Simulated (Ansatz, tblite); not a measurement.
**The cluster GeS₂+: one state, many levels**

One table from this session's results is given with a row withheld; the runs are named, their logs left out.

Method: as each input shows; program: Ansatz 0.2.0, Gaussian basis.

The runs, in order: GFN1-xTB, GFN2-xTB, PBE-D4/def2-TZVP, r2SCAN-D4/def2-TZVP, BHLYP-D4/def2-TZVP, ωB97X-V/def2-TZVP, r2SCAN0-D4/def2-TZVP, B2PLYP/def2-TZVP, LC-ωPBE/def2-TZVP, LC-ωPBE(0.10)/def2-TZVP, LC-ωPBE(0.15)/def2-TZVP, LC-ωPBE(0.20)/def2-TZVP, LC-ωPBE(0.30)/def2-TZVP, PBE-D4/def2-SVP, PBE0-D4/def2-SVP, HF/STO-3G, CCSD(T)/def2-TZVPP, MP2/def2-TZVP, RPA/def2-TZVP.

### The relaxed structure

The doublet was relaxed beforehand with r2SCAN-D4/def2-TZVP. At that level it is the lowest of the isomers that a small search found.

3 atoms, charge 1, spin multiplicity 2.

Bond lengths: Ge1–S2 2.300 Å, Ge1–S3 2.300 Å, S2–S3 2.014 Å. Angles: S2–Ge1–S3 51.9°, Ge1–S2–S3 64.0°, Ge1–S3–S2 64.0°.

The ion is computed in the gas phase, without counter-ions or solvent.

PBE0-D4/def2-TZVP was run before; its log isn't repeated, and its numbers join the tables.

Set-up of the first run:

Tight binding, by tblite at 300 K electronic temperature and without a spin-polarisation term:

```python
tblite.interface.Calculator('GFN1-xTB', numbers, positions, charge=1, uhf=1).singlepoint()
```

Tight binding, by tblite at 300 K electronic temperature and without a spin-polarisation term:

```python
tblite.interface.Calculator('GFN2-xTB', numbers, positions, charge=1, uhf=1).singlepoint()
```

start.molden holds the orbitals of an earlier run on this state, given as this run's starting guess.

in.yaml

```yaml
crystal:
  periodic: [false, false, false]
  atoms:
    - {symbol: Ge, position_ang: [-0.372764, 0.483854, -1.235667]}
    - {symbol: S, position_ang: [0.672767, 0.618971, 0.808223]}
    - {symbol: S, position_ang: [-0.299993, -1.102835, 0.427454]}
basis:
  gaussian: {orbitals: def2-TZVP, initial_orbitals: start.molden}
total_charge: 1
magnetization: {spin_polarized: true, initial_magnetization: 1}
hamiltonian: {xc: pbe, dispersion: d4}
scf: {omitted_lower_state_checks: [starts]}
output: {orbitals: {seedname: orbitals}}
```

Launch:

```console
> ansatz run in.yaml --threads 4 --pin off --events-out ev --progress --plain --max-ram 3916MiB
```

Among the steps run: PBE-D4/def2-TZVP; r2SCAN-D4/def2-TZVP; BHLYP-D4/def2-TZVP; ωB97X-V/def2-TZVP; r2SCAN0-D4/def2-TZVP; B2PLYP/def2-TZVP; LC-ωPBE/def2-TZVP; LC-ωPBE(0.10)/def2-TZVP; LC-ωPBE(0.15)/def2-TZVP; LC-ωPBE(0.20)/def2-TZVP; LC-ωPBE(0.30)/def2-TZVP; PBE-D4/def2-SVP; PBE0-D4/def2-SVP; HF/STO-3G; CCSD(T)/def2-TZVPP; MP2/def2-TZVP; RPA/def2-TZVP.

One of the session's tables, all rows but one given; the rest of the session is left out.

```
                  level  HOMO (eV)  LUMO (eV)  gap (eV)
              HF/STO-3G     -14.10      -3.18     10.92
        PBE-D4/def2-SVP     -12.18     -11.08      1.10
       PBE-D4/def2-TZVP     -12.05     -10.92      1.13
    r2SCAN-D4/def2-TZVP     -12.45     -10.77      1.68
       PBE0-D4/def2-SVP     -13.51     -10.16      3.35
      PBE0-D4/def2-TZVP     -13.34      -9.95      3.39
   r2SCAN0-D4/def2-TZVP     -13.63      -9.82      3.82
     BHLYP-D4/def2-TZVP     -14.43      -8.85      5.58
      LC-ωPBE/def2-TZVP          ?          ?         ?
      ωB97X-V/def2-TZVP     -15.56      -7.85      7.71
LC-ωPBE(0.10)/def2-TZVP     -13.51      -9.49      4.03
LC-ωPBE(0.15)/def2-TZVP     -14.13      -8.93      5.21
LC-ωPBE(0.20)/def2-TZVP     -14.66      -8.49      6.17
LC-ωPBE(0.30)/def2-TZVP     -15.48      -7.94      7.54
```

Estimate the missing values for LC-ωPBE/def2-TZVP.

**Answer.** HOMO (eV): -16.06; LUMO (eV): -7.64; gap (eV): 8.43. In the column «HOMO (eV)» it is the lowest.
